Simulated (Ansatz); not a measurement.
H$_{3}$O⁺, singlet in 6-31G: errors against full CI

Geometry: a PBE0/def2-TZVP stationary point for this spin, not checked as a minimum.

```json
{"atom": "O", "x (Å)": "0.0002", "y (Å)": "-0.0001", "z (Å)": "-0.0419"}
{"atom": "H", "x (Å)": "0.9410", "y (Å)": "0.0142", "z (Å)": "0.2253"}
{"atom": "H", "x (Å)": "-0.4835", "y (Å)": "0.8094", "z (Å)": "0.2180"}
{"atom": "H", "x (Å)": "-0.4600", "y (Å)": "-0.8219", "z (Å)": "0.2221"}
```

Basis 6-31G; Ansatz 0.2.0. Only valence electrons are correlated (noble-gas cores frozen), which leaves 8 electrons in 14 orbitals. R marks a restricted (for open shells ROHF) determinant. Active spaces: valence = (8e, 7o) chosen from the atoms' valence shells; pair = (2e, 2o) about the gap.

Full CI is exact within this basis and frozen core; it isn't the basis-set limit.

```
UHF ⟨S²⟩                          : 0.000
T1 diagnostic (RCCSD)             : 0.0073
largest doubles amplitude (RCCSD) : 0.039
```

| level | E − E(full CI) (kJ/mol) | share of correlation (%) | wall time |
| --- | --- | --- | --- |
| RHF | 364.0 | 0.00 | – |
| RMP2 | 24.8 | 93.18 | – |
| CISD | 17.7 | 95.13 | 0.18 s |
| RCCSD | 4.0 | 98.89 | – |
| RCCSD(T) | 1.3 | 99.64 | 0.12 s |
| BCCD(T) | 1.3 | 99.64 | 0.15 s |
| RCCSDT | 1.0 | 99.72 | – |
| CISDTQ | 0.4 | 99.88 | 0.45 s |
| RCCSDT(Q) | 0.0 | 100.01 | 0.33 s |
| RCCSDTQ | 0.0 | 99.99 | 1.4 s |
| CASSCF (pair space) | 312.3 | 14.20 | – |
| NEVPT2 (pair space) | 17.6 | 95.16 | 0.15 s |
| MRCISD (pair space) | 13.6 | 96.27 | – |
| MRCISD+Q (pair space) | 3.1 | 99.15 | 0.24 s |
| CASSCF (valence space) | 135.2 | 62.87 | – |
| NEVPT2 (valence space) | 23.4 | 93.58 | 0.54 s |
| MRCISD (valence space) | 2.7 | 99.26 | – |
| MRCISD+Q (valence space) | 0.6 | 99.84 | 0.96 s |

The correlation energy at full CI, counted from RHF, is -3.773 eV. That run took 1.4 s on 1 thread of Arm Neoverse V1, shared host over 501,761 determinants.

Times hold each run's SCF and search for its determinant on a shared host, so for small cases they say little of a method's own cost; they ran on 1 thread of Arm Neoverse V1.

The full-CI state has the irrep A' of Cs, in the program's axes (one component, if the state is degenerate).

Natural occupations of full CI about the gap: 1.987 1.979 1.972 1.972 0.024 0.024 0.021 0.014 0.002 0.002; effectively unpaired electrons, Σ n²(2−n)², 0.02.
